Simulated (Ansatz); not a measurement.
Relaxed structures of CH5NSi, singlet (PBE0-D4/def2-TZVP; forces vanish, vibrations not checked; lower isomers may exist, and structures with a doubtful reference or unclear bonds are left out; Å). Ansatz 0.2.0; basis: def2-TZVPP; cores frozen in the correlated methods.

Problem. Rank them by CCSD(T) energy, lowest first, and give each one's height above the lowest. Links in brackets join atoms within 1.22 times the sum of their covalent radii (1.1 for two metals). (To be estimated.)
A.
CH₅NSi ([CH2][N][SiH3])
```
8
angstrom
C -1.0036 0.5370 -0.9924
N -0.1799 -0.3835 -0.7580
Si 0.7808 -0.4832 0.6932
H -1.5773 0.5412 -1.9267
H -1.2071 1.3773 -0.3084
H 0.5115 0.6498 1.6301
H 2.2107 -0.4707 0.2977
H 0.4648 -1.7679 1.3644
```
B.
CH₅NSi ([CH3][N][SiH2])
```
8
angstrom
C 0.8079 -0.5424 0.6655
N -0.0225 -0.3622 -0.4764
Si -1.1000 0.6795 -0.9777
H -1.7366 0.4573 -2.2901
H -1.5864 1.9081 -0.2840
H 0.7120 0.2277 1.4435
H 1.8603 -0.5777 0.3594
H 0.5978 -1.5133 1.1298
```
C.
a complex of CH₃NSi ([CH][N][SiH2]) + H₂
```
8
angstrom
C -0.6596 0.7208 -0.5286
N 0.0045 -0.1591 -0.2070
Si 1.1855 -1.3384 0.6251
H 0.6010 2.0994 2.1235
H -1.2674 1.5546 -0.8037
H 0.8984 1.4123 2.0745
H 1.8723 -1.6121 -0.6961
H 0.1624 -2.4513 0.5417
```

Solution. Computed: A (0.0 kJ/mol), B (84.3 kJ/mol), C (252.7 kJ/mol). Heights count from the lowest.

T1 diagnostic: at most 0.018. The restricted Hartree–Fock reference is unstable towards an unrestricted one at one or more of these structures.

For scale, one of the runs: CCSD(T)/def2-TZVPP, 174 basis functions, launched by `ansatz run in.yaml --threads 2 --pin off --events-out ev --progress --plain --max-ram 4352MiB`. Hardware: 2 CPU threads of an Arm Neoverse V1, shared host. Wall time 24 s; peak host memory 1.5 GiB.
